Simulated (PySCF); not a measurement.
## Vertical excitation energies

3-chlorofuran, C₄H₃ClO.
Bonds: Cl1–C2, C2–C3 (aromatic), C3–C4 (aromatic), C4–O5 (aromatic), O5–C6 (aromatic), C2–C6 (aromatic). Hydrogens: H7 on C3; H8 on C4; H9 on C6.

Computed with PySCF, TDDFT B3LYP/def2-SVPD, vertical, gas phase, core orbitals frozen in the response. Isolated species at its PBE0-D3(BJ)/def2-SVP geometry, gas phase.

What does the calculation give for the low-lying excited states?

```tsv
state	λ (nm)	E (eV)	f	symmetry	main configurations (H = HOMO, L = LUMO)
S1	208.3	5.95	0.084	A′	H→L (89%)
S2	206.5	6.00	0.0000	–	H→L+1 (97%)
S3	192.1	6.45	0.040	A′	H-1→L (55%), H→L+3 (36%)
S4	191.9	6.46	0.0036	A″	H→L+2 (97%)
S5	176.7	7.02	0.0098	A″	H-1→L+1 (49%), H→L+4 (46%)
S6	173.7	7.14	0.0052	A″	H→L+4 (51%), H-1→L+1 (44%)
S7	170.4	7.28	0.0006	–	H-2→L (90%)
S8	169.9	7.30	0.0038	A″	H→L+5 (87%)
S9	168.0	7.38	0.377	A′	H→L+3 (52%), H-1→L (30%)
S10	164.7	7.53	0.0006	–	H-1→L+2 (87%)
```

Triplets, Tamm–Dancoff:

```
state  E (eV)  λ (nm)  main configurations (H = HOMO, L = LUMO)
   T1    3.98   311.5                                 H→L (93%)
   T2    5.18   239.6                  H-1→L (62%), H→L+3 (31%)
   T3    5.70   217.4                               H→L+1 (85%)
   T4    5.92   209.5                  H→L+3 (63%), H-1→L (31%)
```

The lowest singlet comes at 208 nm (574 kJ/mol) in the ultraviolet; it is of moderate strength; its leading configuration is HOMO→LUMO (89%). The strongest level in the table is S9 at 7.38 eV (168 nm, f = 0.377). S3/S4 lie within about 0.01 eV of each other. Löwdin shares by element: HOMO carbon 67% or more, chlorine 14% (atoms not listed hold the other 20%); LUMO carbon 55% or more, oxygen 20% (atoms not listed hold the other 26%). Orbital energies (eV): HOMO-3 -10.21, HOMO-2 -8.80, HOMO-1 -7.77, HOMO -6.72, LUMO -0.46, LUMO+1 0.36, LUMO+2 0.66. Of the 10 states listed, 3 reach f = 0.01 and 1 stays under 0.0005. The oscillator strengths of these states sum to 0.525; summed over the whole spectrum of an exact calculation they would give the number of electrons, 52 (Thomas–Reiche–Kuhn). The vertical ionisation energy (ΔSCF) is 8.96 eV, 1.44 eV above S10. Symmetry labels in Cs follow from the direction of the transition dipole and are given only for states with f of 0.002 or more. The window holds the lowest 10 singlets.
